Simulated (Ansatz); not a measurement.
Abridged output of a molecular run in Ansatz:

```
Functional definition: HF
2456 factors; integrals over basis functions are off by at most 1.1e-3 eV
mean field evaluation 1: about -6218.1280 eV, gradient 3.6e1 eV
mean field evaluation 2: about -6218.3144 eV, gradient 3.6e1 eV
mean field evaluation 4: about -6221.5623 eV, gradient 5.2e0 eV
mean field evaluation 8: about -6221.6463 eV, gradient 3.7e-1 eV
mean field -6221.64698123 eV, -228.6413093765 hartree, gradient 2.5e-6 eV, S^2 0.000000; 0 other end points of the search recorded, 0 dependent functions left out
5 core orbitals not correlated: weight in the atoms' cores, before any rotation towards them, 1.000 or more for the frozen orbitals, at most 0.000 for the correlated occupied ones
reference -6221.64698123 eV, -228.6413093765 hartree; 13, 13 occupied and 387, 387 virtual orbitals, 2456 factors
second order -24.74654379 eV of doubles, -0.00000000 eV of singles
cycle   1  -24.28349449 eV  change    4.6e-1 eV  update   1.2e-1
cycle   2  -24.93544045 eV  change   -6.5e-1 eV  update   3.7e-2
cycle   3  -25.08742424 eV  change   -1.5e-1 eV  update   1.8e-2
cycle   4  -25.07785644 eV  change    9.6e-3 eV  update   4.9e-3
cycle   5  -25.07827831 eV  change   -4.2e-4 eV  update   2.0e-3
cycle   6  -25.07982947 eV  change   -1.6e-3 eV  update   4.7e-4
cycle   7  -25.07975217 eV  change    7.7e-5 eV  update   1.8e-4
cycle   8  -25.07966865 eV  change    8.4e-5 eV  update   5.7e-5
cycle   9  -25.07969643 eV  change   -2.8e-5 eV  update   3.2e-5
perturbative correction -1.25650543 eV, -0.0461757230 hartree
Total energy: -6247.98318310 eV, -229.6091469437 hartree
```

Its atoms:

Cartesian coordinates in Å:
```
C 1.644 1.452 -0.536
C 0.481 1.192 -0.417
O -0.789 0.964 -0.304
C -1.194 -0.286 0.130
C -0.395 -1.285 0.446
H 2.673 1.693 -0.647
H -2.274 -0.311 0.168
H -0.829 -2.219 0.774
H 0.683 -1.198 0.386
```

Problem. Which basis set was used?
A. cc-pV(T+d)Z
B. def2-SVPD
C. def2-QZVPP
D. cc-pV(D+d)Z

Solution. C. It gives 405 functions.

Problem. Write the keys of the input that set method, charge and spin (a neutral closed shell needs none for the last two).

Solution. 
```yaml
correlation: {method: ccsd_t}
```
